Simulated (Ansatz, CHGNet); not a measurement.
# Litharge PbO: properties by level of theory

Reference values: lattice constant a 3.975 Å (measured, room temperature, no zero-point or thermal correction, our sources range from 3.964 to 3.975; as tabulated in Canepa et al. (2012), arXiv:1204.2842); lattice parameter c 5.023 Å (measured, room temperature, no zero-point or thermal correction, our sources range from 4.995 to 5.023; as tabulated in Canepa et al. (2012), arXiv:1204.2842).

```tsv
level (code)	equilibrium lattice constant a (Å)	c axis length (Å)
CHGNet 0.3.0	4.045	6.375
CHGNet-r²SCAN	4.000	5.833
PBE-D3(BJ) (Ansatz)	4.034	4.994
r²SCAN (Ansatz)	3.987	5.335
HSE06-D3(BJ) (Ansatz)	3.951	4.895
```

Differences from the reference values (errors of the level alone only where the reference is corrected to a static lattice):

| level | lattice constant a (%) | lattice parameter c (%) |
|---|---|---|
| CHGNet 0.3.0 | +1.76 | +27 |
| CHGNet-r²SCAN | +0.63 | +16.1 |
| PBE-D3(BJ) | +1.48 | -0.58 |
| r²SCAN | +0.30 | +6.21 |
| HSE06-D3(BJ) | -0.60 | -2.55 |

Nearest: lattice constant a, not ranked (reference at room or unstated temperature); lattice parameter c, not ranked (reference at room or unstated temperature). Values with a doubt, or to which a potential was fitted, aren't ranked.

Machine-learned potentials (CHGNet 0.3.0, CHGNet-r²SCAN) are trained on DFT data: a solid inside that data is no test of them.

Caveats: a distance lies near a switch of the dispersion term, which can move the cell (PBE-D3(BJ)); for a layered or molecular solid the relaxed cell lies over 5 % above the published volume, where the minimum can be shallow (r²SCAN); the cell comes from a level without a dispersion term, which matters for the spacing of layers, chains or molecules (r²SCAN); the cell has another shape than the first-principles one, perhaps another minimum in the same group (CHGNet 0.3.0); the cell moved over 20 % in volume from its start (CHGNet 0.3.0). Ansatz's density-functional and Hartree–Fock values are scalar-relativistic unless marked +SOC, with PAW data made under PBE.

Differences are worked out from the printed values.

Ansatz is a program for electronic structure.
